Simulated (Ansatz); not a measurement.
Input for Ansatz (development build ahead of 0.2.0):

```yaml
crystal:
  periodic: [false, false, false]
  atoms:
    - { symbol: Li, position_ang: [0.0, 0.0, 0.0] }
    - { symbol: F, position_ang: [0.80585, 1.07446, 2.32628] }
basis:
  gaussian: { orbitals: STO-3G }
total_charge: -1
magnetization:
  initial_magnetization: 1
hamiltonian:
  xc: hf
correlation:
  method: fci
  frozen_orbitals: { F: 1, Li: 0 }
```

The input is written out in the form of the current development build from the run's settings.

Results

```
Converged    : yes
Total energy : -105.24760 hartree
State        : lowest doublet root, of any spatial symmetry
```

Caution: no diffuse functions for an anion.
